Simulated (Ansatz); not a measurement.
# CH7ClSi (built from SMILES C[SiH3].Cl): a barrier at many levels of theory

Aim: the barrier and energy of one elementary step (Si1–Cl7 formed, C2–H6 formed, Si1–C2 broken, H6–Cl7 broken) from LDA up to coupled cluster, on fixed structures, to see where each rung fails.

Method: single points in def2-TZVPP on PBE0-D4/def2-TZVP structures; program: Ansatz 0.2.0, Gaussian basis.

Levels: SPW92, PBE-D4, BLYP-D4, r2SCAN-D4, B97M-V, PBE0-D4, B3LYP-D4, r2SCAN0-D4, BHLYP-D4, CAM-B3LYP-D4, wB97X-V, wB97M-V, B2PLYP, PBE-QIDH, RPA on PBE, Hartree-Fock, MP2, CCSD, CCSD(T). The reference is CCSD(T) at the basis limit, from triple and quadruple zeta. Zero-point energies come from PBE0-D4 vibrations.

Correlated methods freeze the cores. B3LYP uses VWN-RPA correlation. B2PLYP carries no dispersion term here.

23 further runs of the same task are left out: 23 set aside as unsound or not needed.

### Step 1. Start, saddle and end, as given

Charge 0, multiplicity 1. The folders r, ts and p hold the start, the saddle and the end; their coordinates stand in the first inputs.

| pair | r (Å) | ts (Å) | p (Å) |
| --- | --- | --- | --- |
| Si1–Cl7 | 4.119 | 2.563 | 2.055 |
| C2–H6 | 3.148 | 1.251 | 1.089 |
| Si1–C2 | 1.867 | 2.131 | 4.277 |
| H6–Cl7 | 1.286 | 1.759 | 3.142 |

### Step 2. wB97M-V/def2-TZVPP

The input, r/in.yaml:

```yaml
crystal:
  periodic: [false, false, false]
  atoms:
    - {symbol: Si, position_ang: [-0.442079, 0.192655, -1.033182]}
    - {symbol: C, position_ang: [0.201541, -1.146285, 0.096876]}
    - {symbol: H, position_ang: [-1.874150, -0.018033, -1.369932]}
    - {symbol: H, position_ang: [-0.340112, 1.529910, -0.369528]}
    - {symbol: H, position_ang: [0.344705, 0.270660, -2.291562]}
    - {symbol: H, position_ang: [0.320544, 1.722001, 1.388419]}
    - {symbol: Cl, position_ang: [0.784923, 1.724694, 2.587571]}
    - {symbol: H, position_ang: [-0.370773, -1.181795, 1.026249]}
    - {symbol: H, position_ang: [1.248681, -0.971498, 0.352840]}
    - {symbol: H, position_ang: [0.126821, -2.122311, -0.387849]}
basis:
  gaussian: {orbitals: def2-TZVPP}
hamiltonian: {xc: {name: wB97M-V}}
```

The input, ts/in.yaml:

```yaml
crystal:
  periodic: [false, false, false]
  atoms:
    - {symbol: Si, position_ang: [-0.345797, 0.673539, -0.738672]}
    - {symbol: C, position_ang: [0.407088, -0.962001, 0.401511]}
    - {symbol: H, position_ang: [-1.801202, 0.877196, -0.657776]}
    - {symbol: H, position_ang: [0.611908, 1.765061, -0.978690]}
    - {symbol: H, position_ang: [-0.164610, -0.242715, -1.911527]}
    - {symbol: H, position_ang: [0.076550, 0.126184, 0.922395]}
    - {symbol: Cl, position_ang: [-0.397696, 1.668550, 1.622433]}
    - {symbol: H, position_ang: [0.635404, -1.205059, 1.447466]}
    - {symbol: H, position_ang: [1.332586, -1.040579, -0.165767]}
    - {symbol: H, position_ang: [-0.354133, -1.660178, 0.058527]}
basis:
  gaussian: {orbitals: def2-TZVPP}
hamiltonian: {xc: {name: wB97M-V}}
```

The input, p/in.yaml:

```yaml
crystal:
  periodic: [false, false, false]
  atoms:
    - {symbol: Si, position_ang: [-0.774715, 1.737890, -1.023099]}
    - {symbol: C, position_ang: [0.766056, -1.760327, 0.896003]}
    - {symbol: H, position_ang: [-2.191467, 1.891295, -1.425519]}
    - {symbol: H, position_ang: [0.072214, 2.727276, -1.727719]}
    - {symbol: H, position_ang: [-0.303472, 0.362181, -1.298817]}
    - {symbol: H, position_ang: [0.487563, -0.825108, 1.380554]}
    - {symbol: Cl, position_ang: [-0.633292, 2.085276, 0.997143]}
    - {symbol: H, position_ang: [1.124814, -2.466511, 1.644349]}
    - {symbol: H, position_ang: [1.555018, -1.571960, 0.168061]}
    - {symbol: H, position_ang: [-0.102620, -2.180015, 0.388944]}
basis:
  gaussian: {orbitals: def2-TZVPP}
hamiltonian: {xc: {name: wB97M-V}}
```

No record of the launch command was kept for these runs.

After this run come: CCSD(T)/def2-TZVPP; MP2/def2-QZVPP; Vibrations of the start structure; Vibrations of the end structure.

What does the calculation give? Wanted: barrier, CCSD(T)/CBS; reverse barrier, CCSD(T)/CBS; step energy, CCSD(T)/CBS; barrier with zero-point energy; step energy with zero-point energy; imaginary mode at the saddle; largest T1 diagnostic.

The runs gave:

| quantity | value |
| --- | --- |
| barrier, CCSD(T)/CBS | 42.6 kcal/mol |
| reverse barrier, CCSD(T)/CBS | 65.7 kcal/mol |
| step energy, CCSD(T)/CBS | -23.0 kcal/mol |
| barrier with zero-point energy | 43.1 kcal/mol |
| step energy with zero-point energy | -21.5 kcal/mol |
| imaginary mode at the saddle | 580i cm⁻¹ |
| largest T1 diagnostic | 0.010 |

What this shows: B97M-V is the best functional here (0.0 kcal/mol from CCSD(T)/CBS); SPW92 is the worst (-13.0 kcal/mol). Mean unsigned error by rung: LDA 13.0, GGA 4.9, meta-GGA 2.5, hybrid 2.6, range-separated hybrid 0.8, double hybrid 1.2 kcal/mol. PBE-D4 gives a barrier 7.1 kcal/mol too low, outside chemical accuracy (1 kcal/mol). The barrier rises with the share of exact exchange, from BLYP-D4 through B3LYP-D4 to BHLYP-D4 (-2.7, -0.6, +2.9 kcal/mol). Hartree-Fock, with no correlation, is off by +13.2 kcal/mol. Zero-point motion raises the barrier by 0.4 kcal/mol. The end structure keeps an imaginary mode: no true minimum.
